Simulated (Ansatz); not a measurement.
# PH₂+ (singlet): from Hartree-Fock to the top rungs at distance P1–H3 = 1.929 Å, cc-pVDZ

Aim: climb from Hartree-Fock through coupled cluster and multireference methods for PH₂+ (singlet) at one geometry and basis, and see what each rung misses.

Program: Ansatz 0.2.0, Gaussian basis. Level of theory: cc-pVDZ, core rule «outside noble gas», up to 5 orbitals frozen. These are calculated values, not measurements.

Plan: UHF; CCSD(T) on RHF; CCSD(T) on UHF; BCCD(T) on RHF; CISD; CCSDT(Q) on RHF; CCSDT(Q) on UHF; CCSDTQ on RHF; CASSCF and MRCISD+Q, 2 electrons in 2 orbitals; CASSCF and NEVPT2, 2 electrons in 2 orbitals; CASSCF and MRCISD+Q, 6 electrons in 6 orbitals; CASSCF and NEVPT4(SD), 6 electrons in 6 orbitals; CASSCF and NEVPT2, 6 electrons in 6 orbitals; Full CI.

9 further runs of the same task are left out: 9 that didn't finish. Runs told in other sessions of the task aren't counted.

## 1. What is computed

The geometry derives from a PBE0/def2-TZVP stationary point (not a proven minimum). One bond is set to the value named and the two fragments are kept rigid.

3 atoms, charge 1, spin multiplicity 1.

Atoms are counted from 1 here; the program's logs count them from 0.

Bond lengths: P1–H2 1.429 Å.

## 2. UHF

in.yaml reads:

```yaml
crystal:
  periodic: [false, false, false]
  atoms:
    - {symbol: P, position_ang: [0.000000, -0.071461, -0.010958]}
    - {symbol: H, position_ang: [0.000000, 0.923934, -1.036514]}
    - {symbol: H, position_ang: [0.000000, 1.272039, 1.373256]}
basis:
  gaussian: {orbitals: cc-pVDZ}
total_charge: 1
magnetization: {spin_polarized: true, initial_magnetization: 0}
hamiltonian: {xc: hf}
output: {orbitals: {seedname: orbitals}}
```

Command:

```bash
$ ansatz run in.yaml --threads 1 --pin off --events-out ev --progress --plain --max-ram 2393MiB
```

The runs that follow: CCSD(T) on RHF; CCSD(T) on UHF; BCCD(T) on RHF; CISD; CCSDT(Q) on RHF; CCSDT(Q) on UHF; CCSDTQ on RHF; CASSCF and MRCISD+Q, 2 electrons in 2 orbitals; CASSCF and NEVPT2, 2 electrons in 2 orbitals; CASSCF and MRCISD+Q, 6 electrons in 6 orbitals; CASSCF and NEVPT4(SD), 6 electrons in 6 orbitals; CASSCF and NEVPT2, 6 electrons in 6 orbitals; Full CI.

Q: Predict the results of all the runs planned. Wanted: FCI from the RHF energy; RMP2 from FCI; UMP2 from FCI; RCCSD from FCI; RCCSD(T) from FCI; UCCSD(T) from FCI; RCCSDT(Q) from FCI; UCCSDT(Q) from FCI; NEVPT2 pair from FCI.

As calculated:

```
                         quantity                                                                                                        value
          FCI from the RHF energy                                                                                                   -3.8367 eV
                    RMP2 from FCI                                                                                              +24.14 kcal/mol
                    UMP2 from FCI                                                                                              +27.40 kcal/mol
                   RCCSD from FCI                                                                                               +2.76 kcal/mol
                RCCSD(T) from FCI                                                                                               +0.64 kcal/mol
                UCCSD(T) from FCI                                                                                               +0.73 kcal/mol
               RCCSDT(Q) from FCI                                                                                               +0.03 kcal/mol
               UCCSDT(Q) from FCI                                                                                               +0.04 kcal/mol
             NEVPT2 pair from FCI                                                                                              +17.97 kcal/mol
           MRCISD+Q pair from FCI                                                                                               -0.95 kcal/mol
          NEVPT2 valence from FCI                                                                                              +12.46 kcal/mol
levels within 1 kcal/mol (43 meV)  RCCSD(T), UCCSD(T), BCCD(T), RCCSDT, UCCSDT, RCCSDT(Q), UCCSDT(Q), RCCSDTQ, MRCISD+Q pair, MRCISD+Q valence
                    T1 diagnostic                                                                                                        0.017
   effectively unpaired electrons                                                                                                         0.14
```

RCCSD(T) lands +0.64 kcal/mol from the yardstick (0.7 % of the correlation energy). MRCISD+Q pair falls below full CI: the +Q correction isn't variational, and the cores differ from full CI's. One determinant dominates. Of the multireference levels listed MRCISD+Q valence comes nearest in total energy (+0.20 kcal/mol), which doesn't show that its space is the better one. These misses are within one basis, not against nature.
